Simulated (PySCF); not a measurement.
Numbering as in the mapped SMILES `[F:1][CH2:2][C:3]1=[CH:4][CH2:5]1`. Hydrogens are named by the atom that carries them.

- coordinates at the GFN2-xTB level
- couplings computed with B3LYP/pcJ-1 (spin–dipole term only in couplings to heteroatoms)
- PBE0/pcSseg-1 with gauge-including orbitals
- program: PySCF 2.14.0 with density-fitted response routines
- no relativistic terms, in vacuum, a single conformation, fast rotation and ring inversion assumed for equivalent nuclei

Shifts are taken against calculated references (same method and geometry level): 1H (σref 31.72) against TMS.

The spectrum was simulated from the full spin Hamiltonian at 300 MHz with 0.8 Hz Lorentzian lines, from shifts rounded to 0.01 ppm and J to 0.1 Hz, couplings under 1 Hz left out.

Q: List the maxima of its 1H spectrum with integrals.

A: 
```
region  integral (H)    ppm      Hz  height
     1             1  7.069  2120.7       5
     1                7.062  2118.7       9
     1                7.057  2117.0      13
     1                7.050  2115.0      21
     1                7.043  2113.0      19
     1                7.037  2111.1      19
     1                7.030  2109.1      22
     1                7.024  2107.1      13
     1                7.018  2105.3      10
     1                7.011  2103.3       5
     2             1  6.075  1822.7      48
     2                6.063  1819.0      47
     3             1  5.897  1769.1      48
     3                5.885  1765.4      48
     4             2  1.133   340.0     100
     4                1.127   338.0     100
```

Q: Summarise it as multiplets with assignments.

A: 1H NMR (300 MHz, computed): δ 7.04 (dtt, J = 6.0, 3.7, 2.0 Hz, 1H, H(C4)), 5.98 (m, 2H, H(C2)), 1.13 (m, 2H, H(C5)). These are first-order names; overlap and second-order distortion can hide them in the list.

Splittings below 1 Hz are ignored in the labels, and close J values are merged. Unscaled 3J(H,H) at this level run about 10 % above measured values.
